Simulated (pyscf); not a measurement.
Optimised with ωB97X-D3(BJ)/def2-SVP in PySCF.

Task: For the elementary gas-phase step H₂N–Ti(Cl)(Cl)–Cl + water (H₂O) -> H₂N–Ti(OH)(Cl)–Cl + hydrogen chloride (HCl) (singlet surface; Cl–Ti, H–O broken, O–Ti, Cl–H formed), what barrier and reaction energy does ωB97M-D3(BJ)/def2-TZVP give, measured from the separated reactants?

Result: ΔE‡ = 0.46 eV, ΔE = +0.11 eV. Zero-point energy shifts the barrier by -0.04 eV. It is a four-centre exchange, with an imaginary mode of 601i cm⁻¹. On the reactant side the descent ends in an adduct with a O–Ti contact, 0.63 eV under the separated species and 1.06 eV under the saddle at ωB97X-D3(BJ)/def2-TZVP. On the product side the descent ends in a complex (not fully relaxed), 0.24 eV under the separated species and 0.45 eV under the saddle at ωB97X-D3(BJ)/def2-TZVP. What is counted as formed (O–Ti) is already present as a longer contact in the reactant adduct; forming that adduct is a step of its own. This is the saddle that the search found; another between the same sides may lie lower.
